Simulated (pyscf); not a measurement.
5 gas-phase steps of one pattern: addition across a multiple bond or ene-type step on the singlet surface, H–H broken and H–Mo + H–O or H–Nb + H–O or H–O + H–W or H–Se + H–W formed. Optimised with ωB97X-D3(BJ)/def2-SVP in PySCF. Electronic energies in eV, from the separated reactants; ΔE‡ and ΔE at ωB97M-D3(BJ)/def2-TZVP. Rows were drawn at random from the steps of this pattern with a verified saddle, stable references and no exit in the data more than 5 kcal/mol lower.

```json
[
 {"row": "1", "step": "O=W(=O)(OH)–OH (SMILES [O]=[W](=[O])([OH])[OH]) + H₂ (SMILES [H][H]) → O=WH(OH)(OH)–OH (SMILES [O]=[WH]([OH])([OH])[OH])", "ΔE": "+0.19", "ΔE‡": "?"},
 {"row": "2", "step": "O=Mo(=O)(OH)–OH (SMILES [O]=[Mo](=[O])([OH])[OH]) + H₂ (SMILES [H][H]) → O=MoH(OH)(OH)–OH (SMILES [O]=[MoH]([OH])([OH])[OH])", "ΔE": "+0.46", "ΔE‡": "1.79"},
 {"row": "3", "step": "O=Nb(OH)(OH)–OH (SMILES [O]=[Nb]([OH])([OH])[OH]) + H₂ (SMILES [H][H]) → HO–NbH(OH)(OH)–OH (SMILES [OH][NbH]([OH])([OH])[OH])", "ΔE": "+0.59", "ΔE‡": "1.58"},
 {"row": "4", "step": "O=Nb(Cl)(Cl)–Cl (SMILES [O]=[Nb]([Cl])([Cl])[Cl]) + H₂ (SMILES [H][H]) → HO–NbH(Cl)(Cl)–Cl (SMILES [OH][NbH]([Cl])([Cl])[Cl])", "ΔE": "+0.68", "ΔE‡": "1.75"},
 {"row": "5", "step": "F–W(F)(F)(F)=Se (SMILES [F][W]([F])([F])([F])=[Se]) + H₂ (SMILES [H][H]) → F–WH(F)(F)(F)–SeH (SMILES [F][WH]([F])([F])([F])[SeH])", "ΔE": "+0.71", "ΔE‡": "1.98"}
]
```

Fit ΔE‡ = a + b·ΔE to the other rows and predict row 1.

Over the 4 complete rows the means are +0.61 (ΔE) and 1.77 (ΔE‡); least squares gives b = 0.54 and a = 1.45 eV, with residuals of 0.13 eV (root mean square; largest 0.19, row 3). For row 1: 1.45 + 0.54 × (+0.19) = 1.55 eV, an extrapolation. The computed barrier is 1.55 eV, on the line. The scatter is large against the spread of the barriers, so the line says little here. Each barrier is that of the saddle found. Elements up to Kr have no core potential and no relativistic terms here. Elements past Kr carry the def2 core potentials, without spin-orbit coupling.
